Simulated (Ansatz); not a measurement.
# C₂H₆S (singlet): the correlation ladder, cc-pV(T+d)Z

An exercise on one series of results from a longer session: the logs are not shown, and one member is left open.

The runs use Ansatz 0.2.0, Gaussian basis; cc-pV(T+d)Z, core rule «outside noble gas», up to 7 orbitals frozen.

The runs, in order: UHF; CCSD(T) on RHF; CCSDT(Q) on RHF.

2 further runs of the same task are left out: 2 set aside as unsound or not needed.

### The geometry

The geometry is an MP2(full)/6-31G* stationary point (not a proven minimum).

9 atoms, charge 0, spin multiplicity 1.

Atoms are counted from 1 here; the program's logs count them from 0.

Bond lengths: C1–S2 1.804 Å, C1–H4 1.091 Å, C1–H5 1.092 Å, C1–H6 1.092 Å, S2–C3 1.804 Å, C3–H7 1.091 Å, C3–H8 1.092 Å, C3–H9 1.092 Å. Angles: S2–C1–H4 107.7°, S2–C1–H5 111.3°, S2–C1–H6 111.3°, H4–C1–H5 108.6°, H4–C1–H6 108.6°, H5–C1–H6 109.4°, C1–S2–C3 98.5°, S2–C3–H7 107.7°, S2–C3–H8 111.3°, S2–C3–H9 111.3°, H7–C3–H8 108.6°, H7–C3–H9 108.6°, H8–C3–H9 109.4°.

Set-up of the first run:

in.yaml

```yaml
crystal:
  periodic: [false, false, false]
  atoms:
    - {symbol: C, position_ang: [0.000000, 1.366668, -0.585502]}
    - {symbol: S, position_ang: [0.000000, 0.000000, 0.592484]}
    - {symbol: C, position_ang: [0.000000, -1.366668, -0.585502]}
    - {symbol: H, position_ang: [0.000000, 2.296687, -0.014505]}
    - {symbol: H, position_ang: [0.891644, 1.345680, -1.216385]}
    - {symbol: H, position_ang: [-0.891644, 1.345680, -1.216385]}
    - {symbol: H, position_ang: [0.000000, -2.296687, -0.014505]}
    - {symbol: H, position_ang: [-0.891644, -1.345680, -1.216385]}
    - {symbol: H, position_ang: [0.891644, -1.345680, -1.216385]}
basis:
  gaussian: {orbitals: "cc-pV(T+d)Z.json"}
magnetization: {spin_polarized: true, initial_magnetization: 0}
hamiltonian: {xc: hf}
output: {orbitals: {seedname: orbitals}}
```

On the command line:

```bash
> ansatz run in.yaml --threads 1 --pin off --events-out ev --progress --plain --max-ram 3956MiB --backend cpu
```

Among the steps run: UHF; CCSD(T) on RHF; CCSDT(Q) on RHF.

One table of the session follows, with a row left open; its other results are not shown here.

```
   method  from RCCSDT(Q) (meV)
      RHF              +16523.6
     RMP2               +1861.1
    RCCSD                +698.0
 RCCSD(T)                 +53.6
   RCCSDT                     ?
RCCSDT(Q)                     0
```

**Question.** Estimate the row for RCCSDT.

The run gave: from RCCSDT(Q) (meV): +29.9. In the column «from RCCSDT(Q) (meV)» it lies between RCCSDT(Q) (0) and RCCSD(T) (+53.6).
